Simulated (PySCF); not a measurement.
**Silicon: a sound run and one with changed settings**

Sound run: Si [Ne] 3s2 3p2, Si⁺ [Ne] 3s2 3p1. Calculation: PySCF 2.14, in 6-31G* (4s3p1d, 18 functions); the non-relativistic Hamiltonian (point nucleus). In the sound run the correlated levels freeze [Ne]. The sound run starts from symmetry-adapted Hartree-Fock orbitals and uses a fine grid where one is needed.

Changed run: basis STO-3G. This setting is unsound on purpose.

| species | method | sound run (hartree) | changed run (hartree) | converged |
| --- | --- | --- | --- | --- |
| Si | UHF | -288.83101 | -285.46622 | yes |
| Si | r2SCAN | -289.31990 | -285.91261 | yes |
| Si | PBE | -289.20001 | -285.77128 | yes |
| Si | MP2 | -288.87085 | -285.47352 | yes |
| Si | CCSD(T) | -288.88797 | -285.47963 | yes |
| Si⁺ | UHF | -288.55052 | -285.32969 | yes |
| Si⁺ | r2SCAN | -289.01428 | -285.74395 | yes |
| Si⁺ | PBE | -288.89899 | -285.60658 | yes |
| Si⁺ | MP2 | -288.58462 | -285.34477 | yes |
| Si⁺ | CCSD(T) | -288.60217 | -285.35653 | yes |

Ionisation energy of Si:

```csv
method,sound run (eV),changed run (eV)
UHF,7.633,3.715
r2SCAN,8.316,4.589
PBE,8.191,4.482
MP2,7.789,3.503
SCS-MP2,7.727,3.461
CCSD,7.770,3.350
CCSD(T),7.777,3.350
```

A minimal basis cannot let orbitals breathe on ionisation and holds almost no correlation.

For comparison, NIST gives 8.152 eV between the lowest levels.
